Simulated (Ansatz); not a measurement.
in.yaml

```yaml
crystal:
  periodic: [false, false, false]
  atoms:
    - {symbol: C, position_ang: [0.000000, 0.000000, 0.000000]}
    - {symbol: H, position_ang: [0.000000, 0.000000, 1.122532]}
basis:
  gaussian: {orbitals: cc-pVTZ}
magnetization: {spin_polarized: false, initial_magnetization: 1}
correlation: {method: fic_mrcisd_q, electrons: outside_noble_gas, active_space: {window: {electrons: 3, orbitals: 3}}}
```

```sh
$ ansatz run in.yaml --threads 1 --pin off --events-out ev --progress --plain --max-ram 2393MiB
```

Output:

```
252 factors; integrals over basis functions are off by at most 8.6e-4 eV
mean field evaluation 1: about -1041.1590 eV, gradient 8.1e0 eV
mean field evaluation 2: about -1041.1587 eV, gradient 8.1e0 eV
mean field evaluation 4: about -1041.5628 eV, gradient 7.1e-1 eV
mean field evaluation 8: about -1041.5665 eV, gradient 3.3e-4 eV
mean field evaluation 16: about -1041.5665 eV, gradient 1.4e-6 eV
mean field -1041.56654150 eV, -38.2768644010 hartree, gradient 2.6e-6 eV, S^2 0.750000; 2 other end points of the search recorded, 0 dependent functions left out
reference -1041.56654150 eV, -38.2768644010 hartree; 4, 3 occupied and 40, 41 virtual orbitals, 252 factors
state -1042.18220524 eV, -38.2994896263 hartree
contracted CI cycle   1: correlation 0.00000000 eV, 0.0000000000 hartree, residual 1.61e1 eV
contracted CI cycle   2: correlation -2.78592450 eV, -0.1023808372 hartree, residual 2.88e0 eV
contracted CI cycle   3: correlation -2.89540287 eV, -0.1064040930 hartree, residual 7.96e-1 eV
contracted CI cycle   4: correlation -2.90500443 eV, -0.1067569439 hartree, residual 2.56e-1 eV
contracted CI cycle   5: correlation -2.90595670 eV, -0.1067919390 hartree, residual 9.24e-2 eV
contracted CI cycle   6: correlation -2.90610918 eV, -0.1067975427 hartree, residual 4.21e-2 eV
contracted CI cycle   7: correlation -2.90613788 eV, -0.1067985973 hartree, residual 1.76e-2 eV
contracted CI cycle   8: correlation -2.90614282 eV, -0.1067987789 hartree, residual 6.78e-3 eV
contracted CI cycle   9: correlation -2.90614348 eV, -0.1067988029 hartree, residual 2.16e-3 eV
contracted CI cycle  10: correlation -2.90614355 eV, -0.1067988055 hartree, residual 6.83e-4 eV
state -1042.18220524 eV, -38.2994896263 hartree; corrected -1045.22391006 eV, -38.4112702164 hartree
Total energy: -1045.22391006 eV, -38.4112702164 hartree
```

Natural occupations: 1.9315 1.0000 0.0685.

For the same geometry and basis full CI lies 5.2 meV higher.

Ran on 1 thread of Arm Neoverse V1, shared host: 0.51 s wall, 0.09 GiB peak host memory.
